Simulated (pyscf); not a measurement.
Single points on ωB97X-D3(BJ)/def2-SVP structures (PySCF, gas phase). MP2 and CC: frozen core, UHF for open shells. ΔMP2 is the change of the MP2 total energy from the triple- to the quadruple-zeta basis.

**Question.** O=Si(OH)–F + HF → O=Si(F)–F + H₂O
Surface: singlet. Broken: O–Si, F–H. Formed: F–Si, H–O. Give ΔE‡ and ΔE from CCSD(T)/def2-TZVPP + ΔMP2(QZVPP), relative to the separated reactants.

**Answer.** ΔE‡ = -4.4 kcal/mol, ΔE = -3.8 kcal/mol. Zero-point energy shifts the barrier by +1.0 kcal/mol. It is a four-centre exchange, with an imaginary mode of 664i cm⁻¹. On the reactant side the descent ends in an adduct with a F–Si contact, 10.2 kcal/mol under the separated species and 3.7 kcal/mol under the saddle at ωB97X-D3(BJ)/def2-TZVP. On the product side the descent ends in an adduct with a O–Si contact, 32.2 kcal/mol under the separated species and 29.0 kcal/mol under the saddle at ωB97X-D3(BJ)/def2-TZVP. At CCSD(T) the saddle lies under the separated reactants, which points to a path from their complex (located at ωB97X-D3(BJ) alone). At CCSD(T) the saddle lies under the separated products, which points to a path from their complex (located at ωB97X-D3(BJ) alone). What is counted as formed (F–Si) is already present as a longer contact in the reactant adduct; forming that adduct is a step of its own. What is counted as broken (O–Si) persists as a longer contact in the product adduct; parting that adduct is a step of its own. At ωB97X-D3(BJ)/def2-TZVP the barrier from the zero used here is -6.5 kcal/mol. One saddle was located; it need not be the lowest between these sides. The CCSD(T) − MP2 part came from Ansatz, without density fitting, on the same reference.
